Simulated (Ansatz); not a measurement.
**AlBH₅ (doublet): the correlation ladder at distance Al1–H4 along a hydrogen transfer = 1.698 Å, cc-pVDZ**

Aim: climb from Hartree-Fock through coupled cluster and multireference methods for AlBH₅ (doublet) at one geometry and basis, and see what each rung misses.

Method: cc-pVDZ, core rule «outside noble gas», up to 6 orbitals frozen; program: Ansatz 0.2.0, Gaussian basis.

The runs, in order: UHF; CCSD(T) on ROHF; CCSD(T) on UHF; BCCD(T) on ROHF; CISD; CCSDT(Q) on ROHF; CCSDT(Q) on UHF; CASSCF and MRCISD+Q, 3 electrons in 3 orbitals; CASSCF and NEVPT2, 3 electrons in 3 orbitals; CASSCF and NEVPT2, 9 electrons in 9 orbitals.

8 further runs of the same task are left out: 2 for a mislabelled method, 5 that didn't finish, 1 set aside as unsound or not needed.

### 1 What is computed

The geometry derives from fragments relaxed apart (PBE0/def2-TZVP) and kept rigid, so it is no stationary point. A hydrogen atom is moved between rigid fragments.

7 atoms, charge 0, spin multiplicity 2.

Atoms are counted from 1 here; the program's logs count them from 0.

Bond lengths: Al1–H2 1.586 Å, Al1–H3 1.586 Å, Al1–H4 1.698 Å, B5–H6 1.191 Å, B5–H7 1.191 Å. Angles: H2–Al1–H3 120.0°, H2–Al1–H4 120.0°, H3–Al1–H4 120.0°, H6–B5–H7 129.4°.

### 2 UHF

The input, in.yaml:

```yaml
crystal:
  periodic: [false, false, false]
  atoms:
    - {symbol: Al, position_ang: [-1.087014, 0.000000, 0.000000]}
    - {symbol: H, position_ang: [-1.879938, 1.373384, 0.000000]}
    - {symbol: H, position_ang: [-1.879938, -1.373384, 0.000000]}
    - {symbol: H, position_ang: [0.610986, 0.000000, 0.000000]}
    - {symbol: B, position_ang: [2.453986, 0.000000, 0.000000]}
    - {symbol: H, position_ang: [2.963059, 0.000000, 1.077008]}
    - {symbol: H, position_ang: [2.963059, 0.000000, -1.077008]}
basis:
  gaussian: {orbitals: cc-pVDZ}
magnetization: {spin_polarized: true, initial_magnetization: 1}
hamiltonian: {xc: hf}
output: {orbitals: {seedname: orbitals}}
```

Run with:

```sh
$ ansatz run in.yaml --threads 1 --pin off --events-out ev --progress --plain --max-ram 2393MiB
```

The runs that follow: CCSD(T) on ROHF; CCSD(T) on UHF; BCCD(T) on ROHF; CISD; CCSDT(Q) on ROHF; CCSDT(Q) on UHF; CASSCF and MRCISD+Q, 3 electrons in 3 orbitals; CASSCF and NEVPT2, 3 electrons in 3 orbitals; CASSCF and NEVPT2, 9 electrons in 9 orbitals.

**Question.** What will the summary of the whole plan be? Wanted: UCCSDT(Q) below the RHF energy; RMP2 from UCCSDT(Q); UMP2 from UCCSDT(Q); RCCSD from UCCSDT(Q); RCCSD(T) from UCCSDT(Q); UCCSD(T) from UCCSDT(Q); RCCSDT(Q) from UCCSDT(Q); NEVPT2 pair from UCCSDT(Q); MRCISD+Q pair from UCCSDT(Q).

**Answer**, as computed:

| quantity | value |
| --- | --- |
| UCCSDT(Q) below the RHF energy | -5.6115 eV |
| RMP2 from UCCSDT(Q) | +130.9 kJ/mol |
| UMP2 from UCCSDT(Q) | +130.9 kJ/mol |
| RCCSD from UCCSDT(Q) | +11.9 kJ/mol |
| RCCSD(T) from UCCSDT(Q) | +3.0 kJ/mol |
| UCCSD(T) from UCCSDT(Q) | +3.0 kJ/mol |
| RCCSDT(Q) from UCCSDT(Q) | 0.0 kJ/mol |
| NEVPT2 pair from UCCSDT(Q) | +127.7 kJ/mol |
| MRCISD+Q pair from UCCSDT(Q) | +2.2 kJ/mol |
| NEVPT2 frontier from UCCSDT(Q) | +125.5 kJ/mol |
| levels within 1 kcal/mol (43 meV) | RCCSD(T), UCCSD(T), BCCD(T), RCCSDT, UCCSDT, RCCSDT(Q), MRCISD+Q pair |
| T1 diagnostic | 0.022 |

What this shows: RCCSD(T) lands +3.0 kJ/mol from the yardstick (0.5 % of the correlation energy). Of the multireference levels listed MRCISD+Q pair comes nearest in total energy (+2.2 kJ/mol), which doesn't show that its space is the better one. These misses are within one basis, not against nature; the frozen cores of restricted and unrestricted runs differ, which can shift their rows.
